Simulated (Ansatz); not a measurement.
A calculation with Ansatz (development build ahead of 0.2.0).

```yaml
crystal:
  periodic: [false, false, false]
  atoms:
    - { symbol: Si, position_ang: [0.0, 0.0, 0.0] }
    - { symbol: "N", position_ang: [0.0, 0.0, 2.198] }
basis:
  gaussian: { orbitals: def2-SVP }
magnetization:
  spin_polarized: true
  initial_magnetization: 1
hamiltonian:
  xc: hf
scf:
  omitted_lower_state_checks: [starts, atomic_configurations, cluster_reference, orbital_swaps, given_window_search, neighbouring_geometries, increment]
output:
  forces: true
```

The input is written out in the form of the current development build from the run's settings.

The run gave:

```json
{"Converged": "yes", "Total energy": "-343.09513 hartree", "Spin squared of the determinant": "1.928", "Stability test": "minimum"}
```

Forces (eV/Å):
| atom | Fx | Fy | Fz |
| --- | --- | --- | --- |
| Si1 | 0.000 | 0.000 | 2.054 |
| N2 | 0.000 | 0.000 | -2.054 |

Caution: the unrestricted determinant is a mixture of spin states.
